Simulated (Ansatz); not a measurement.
## Two structures, one formula

Two relaxed structures of CH₃MgS (charge +1), closed shell (PBE0-D4/def2-TZVP; forces vanish, vibrations not checked).

A:

```
atom    x (Å)    y (Å)    z (Å)
 Mg1   0.5058  -0.0218   0.3658
  C2  -0.3469  -0.0361  -1.6342
  S3   1.5965  -0.0365   2.3506
  H4  -1.4062   0.0901  -1.8868
  H5   0.2210  -0.1722  -2.5623
  H6   0.4774   0.1569   3.0764
```

B:

Mg1  (-1.145, 0.582, -0.948)
C2  (0.655, -0.212, -0.018)
S3  (1.364, 0.734, 1.271)
H4  (0.367, -1.224, 0.264)
H5  (1.331, -0.229, -0.873)
H6  (0.628, 0.245, 2.284)
(Å)

Ansatz 0.2.0; basis: def2-TZVPP; cores frozen in the correlated methods. The outer core shell of Li, Na, Mg and K is correlated. The def2 sets are not built for correlating such inner shells, so the correlated values are less sure here. B3LYP uses VWN-RPA correlation.

**Question.** Which structure is lower at CCSD(T), and by how much? (An estimate is asked for; the value comes from the calculation.)

**Answer.** By the calculation: B, by 1.513 eV (electronic energy, against the other). By their contacts, A is CH₃MgS ([CH2][Mg][SH]), total charge +1 and B is CH₃MgS ([Mg][CH2][SH]), total charge +1.

All methods give the same order:

| method | E(B) − E(A) (eV) |
| --- | --- |
| PBE-D4 | -1.718 |
| r2SCAN-D4 | -1.497 |
| PBE0-D4 | -1.731 |
| B3LYP-D4 | -1.546 |
| wB97M-V | -1.477 |
| HF | -0.396 |
| MP2 | -1.702 |
| CCSD | -1.328 |
| CCSD(T) | -1.513 |

No T1 diagnostic of these runs exceeds 0.017. The restricted Hartree–Fock reference is unstable towards an unrestricted one at one or more of these structures.

Labels in which every atom is bracketed show which atoms are joined, not bond orders.

For scale, one of the runs: CCSD(T)/def2-TZVPP, 147 basis functions, launched by `ansatz run in.yaml --threads 2 --pin off --events-out ev --progress --plain --max-ram 4352MiB`. Hardware: 2 CPU threads of an Arm Neoverse V1, shared host. Wall time 25 s; peak host memory 0.95 GiB.
